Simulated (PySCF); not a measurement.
Gas-phase reaction: 2 H2SiNH = N2H2 + 2 H + 2 SiH

Energies from PySCF, thermal terms from the rigid-rotor harmonic-oscillator model, ideal gas at 1 bar. † marks an energy on the PBE0/def2-TZVP geometry and frequencies. MP2 and CCSD(T) freeze the core. Open shells (unrestricted): H (multiplicity 2), SiH (multiplicity 2); the rest are closed-shell singlets. Spin-orbit splitting is ignored; it lowers the true energy and changes the entropy of SiH. H2SiNH: computed as isolated molecules; such fragments, hydroxides, amides, oligomers or adducts are transient or little studied in the gas. MP2 isn't extrapolated to the basis-set limit. CCSD(T) isn't extrapolated to the basis-set limit. Warning, large T1 diagnostic: SiH (CCSD(T)/def2-TZVPP†).

CCSD(T)/def2-TZVPP† gives ΔH°(298 K) = 1019 kJ.

**Question.** What do MP2/def2-TZVPP†, PBE/def2-TZVP†, PBE0/def2-SVP† give?

**Answer.** MP2/def2-TZVPP†: 1064 kJ; PBE/def2-TZVP†: 1017 kJ; PBE0/def2-SVP†: 969 kJ. For scale, ΔH°(298 K) is 1019 kJ at this level, 1035 kJ at ωB97M-V/def2-TZVP†, and runs from 724 to 1447 kJ over the 20 levels computed.
